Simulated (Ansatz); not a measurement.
**Cubic perovskite KTaO3**

Computed with HSE06 in Ansatz (plane waves, PAW).

Settings: plane-wave cutoff 500 eV, 6×6×6 k mesh, gaussian smearing 0.02 eV, scalar-relativistic PAW data made under PBE.

Cell: relaxed with r²SCAN: a = b = c = 3.990 Å, α = β = γ = 90.00°.

band gap: 3.58 eV (on the SCF k mesh)

Measured, for comparison: band gap 3.64 eV (temperature not stated, not corrected to a static lattice, indirect; as tabulated in Himmetoglu and Janotti (2016), arXiv:1601.06205).

Note: cell and atoms aren't relaxed at this level (pressure -0.6 GPa).

Spin–orbit coupling is not included.

Ansatz is a first-principles code.
